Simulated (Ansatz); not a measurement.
Results of LDA (PAW; Ansatz, a program for electronic structure) for Tl2Mo3SeO12 (P31c, No. 159; cell taken from a computed entry).

Run with plane-wave cutoff 520 eV, 6×6×4 k mesh (along the axes of the cell as run), Fermi–Dirac smearing 0.01 eV, no spin polarisation, scalar-relativistic PAW data made under PBE.

Cell (relaxed with PBEsol):

```
CELL_PARAMETERS angstrom
      7.26957     0.00000     0.00000
     -3.63478     6.29563     0.00000
      0.00000     0.00000    11.91526
ATOMIC_POSITIONS crystal
  Tl 0.33333 0.66667 0.17108
  Tl 0.66667 0.33333 0.67108
  Tl 0.66667 0.33333 0.25396
  Tl 0.33333 0.66667 0.75396
  Mo 0.33889 0.13457 0.93386
  Mo 0.86543 0.20432 0.93386
  Mo 0.79568 0.66111 0.93386
  Mo 0.13457 0.33889 0.43386
  Mo 0.20432 0.86543 0.43386
  Mo 0.66111 0.79568 0.43386
  Se 0.00000 0.00000 0.19977
  Se 0.00000 0.00000 0.69977
  O  0.40643 0.20007 0.07256
  O  0.79993 0.20636 0.07256
  O  0.79364 0.59357 0.07256
  O  0.20007 0.40643 0.57256
  O  0.20636 0.79993 0.57256
  O  0.59357 0.79364 0.57256
  O  0.24824 0.12676 0.76149
  O  0.87324 0.12148 0.76149
  O  0.87852 0.75176 0.76149
  O  0.12676 0.24824 0.26149
  O  0.12148 0.87324 0.26149
  O  0.75176 0.87852 0.26149
  O  0.54940 0.08817 0.88586
  O  0.91183 0.46123 0.88586
  O  0.53877 0.45060 0.88586
  O  0.08817 0.54940 0.38586
  O  0.46123 0.91183 0.38586
  O  0.45060 0.53877 0.38586
  O  0.11891 0.87033 0.94636
  O  0.12967 0.24858 0.94636
  O  0.75142 0.88109 0.94636
  O  0.87033 0.11891 0.44636
  O  0.24858 0.12967 0.44636
  O  0.88109 0.75142 0.44636
```

Predict the band gap and smallest direct gap on the k points sampled.


- band gap: 2.45 eV
- smallest direct gap on the k points sampled: 2.51 eV

Note: cell and atoms aren't relaxed at this level (largest force component 0.22 eV/Å, pressure -3.9 GPa).

Spin–orbit coupling is not included; with these elements it can move the gap by several tenths of an eV or more.

The computed numbers hold no vibrational or temperature effects.
